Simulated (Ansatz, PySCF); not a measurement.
System: trans-butane, C$_{4}$H$_{10}$, charge 0, multiplicity 1. SMILES: CCCC
Geometry from a B3LYP-D3(BJ)/def2-TZVP (Ansatz, a quantum-chemistry and plane-wave program) optimisation:
```
C
H 1 1.0951
H 1 1.0951 2 106.04
C 1 1.5258 2 109.59 3 -118.21
H 4 1.0916 1 111.56 2 57.99
H 4 1.0928 5 107.74 1 -122.14
H 4 1.0928 5 107.74 6 -115.73
C 1 1.5272 2 109.10 3 117.38
H 8 1.0951 1 109.10 2 180.00
H 8 1.0951 9 106.04 1 117.38
C 8 1.5258 9 109.59 10 118.21
H 11 1.0916 8 111.56 9 -57.99
H 11 1.0928 12 107.74 8 122.14
H 11 1.0928 12 107.74 13 115.73
```
Charge 0, spin multiplicity 1.

PBE beside other levels, property by property. Valence correlation only, unless marked. UHF or UKS for open shells. No spin-orbit coupling. No relativistic terms. CBS(X,Y): correlation extrapolated as X^-3; Hartree-Fock from the larger set. The bracket is a focal-point correction in the basis named. Rows marked 298 K are enthalpies with B3LYP-D3(BJ) harmonic zero-point and thermal terms from PySCF. Enthalpies of formation rest on the atoms' values in the G2/97 table (older ones for B and Si), with no core term in the frozen-core levels. The coupled-cluster column (Ansatz) is a level with limits of its own: RI-MP2/CBS(cc-pVTZ,cc-pVQZ)+[CCSD(T)-MP2]/cc-pVTZ.

```csv
property,M06-2X/def2-TZVPD (PySCF),CCSD(T)/aug-cc-pVDZ (Ansatz),CCSD(T)/cc-pVDZ (Ansatz),coupled cluster,measured
"C-C bond dissociation enthalpy, 298 K, to [CH2]C + [CH2]C (kcal/mol)",87.4,85.9,86.1,88.7,-
"C-C bond dissociation enthalpy, 298 K, to [CH3] (CH3) + [CH2]CC (kcal/mol)",89.9,86.7,87.5,90.3,-
enthalpy of formation at 298 K by atomisation (kcal/mol),-25.4,44.8,51.7,-29.5,-30.1
```

Measured values: Active Thermochemical Tables 1.112 (ions: stationary electron), as tabulated in the package chemicals; they hold spin-orbit effects, and any other conformers, which all levels lack, and core correlation, which the frozen-core levels lack.

**Question.** What does PBE/def2-TZVPD (Ansatz) give for each property, and on which side of the measured value, or else of coupled cluster, does it fall?

**Answer.** 
- C-C bond dissociation enthalpy, 298 K, to [CH2]C + [CH2]C: PBE lies 5.8 kcal/mol below coupled cluster; PBE gives 82.9 kcal/mol.
- C-C bond dissociation enthalpy, 298 K, to [CH3] (CH3) + [CH2]CC: PBE lies 3.2 kcal/mol below coupled cluster; PBE gives 87.1 kcal/mol.
- enthalpy of formation at 298 K by atomisation: PBE lies 10.1 kcal/mol below the measured value; PBE gives -40.2 kcal/mol.
